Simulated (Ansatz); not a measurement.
For hcp Sc, PBE-D4 (Ansatz, a program for electronic structure, PAW) gives:

| Property | Value |
|---|---|
| lattice parameter a | 3.285 Å |
| lattice parameter c | 5.126 Å |

Task: What does r²SCAN (Ansatz, PAW) give for the same quantities?

Result: 
- lattice constant a: 3.330 Å (increases by 1.4 %)
- lattice parameter c: 5.192 Å (grows by 1.3 %)

For comparison: lattice constant a 3.309 Å (measured, 293 K, not corrected to a static lattice; as tabulated in Wikipedia's data pages); lattice parameter c 5.268 Å (measured, 293 K, no zero-point or thermal correction; as tabulated in Wikipedia's data pages).

Changes are worked out from the printed values.

Unless a cell is named, each level is at its own relaxed cell (PBE-D4 23.96, r²SCAN 24.93 Å³/atom).

The crystal itself was run without spin with PBE-D4, r²SCAN; a magnetic state was not tried in these runs.

Ansatz's density-functional and Hartree–Fock values are scalar-relativistic unless marked +SOC, with PAW data made under PBE.
